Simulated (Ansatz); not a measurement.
Basis-set extrapolation for C$_{3}$H$_{4}$Cl$_{2}$ (`ClC1(Cl)CC1`) (PBE0-D4/def2-TZVP geometry, frozen core, Ansatz). Multiplicity 1, RHF reference.

```json
{"": "HF", "def2-TZVPP": "-1034.953899", "def2-QZVPP": "-1034.984552"}
{"": "MP2 correlation", "def2-TZVPP": "-0.879541", "def2-QZVPP": "-0.950130"}
{"": "CCSD(T) correlation", "def2-TZVPP": "-0.968926", "def2-QZVPP": "not run"}
```

Energies in hartree. Use E(X) = E(∞) + A·exp(−7.88·√X) for Hartree–Fock and E(X) = E(∞) + B·X^(−2.97) for correlation, with X = 3 and 4, and add CCSD(T) minus MP2 of the smaller set to the MP2 limit.

Problem. What is the CCSD(T) energy at the basis-set limit?

Solution. HF limit: -1034.984552 + (-0.030653) × 0.13774 = -1034.98877. MP2 limit: -0.950130 + (-0.070589) × 0.74074 = -1.00242. Higher-order term: -0.968926 − (-0.879541) = -0.08938. Total: -1036.08057 hartree, 414.2 kJ/mol below CCSD(T)/def2-TZVPP.
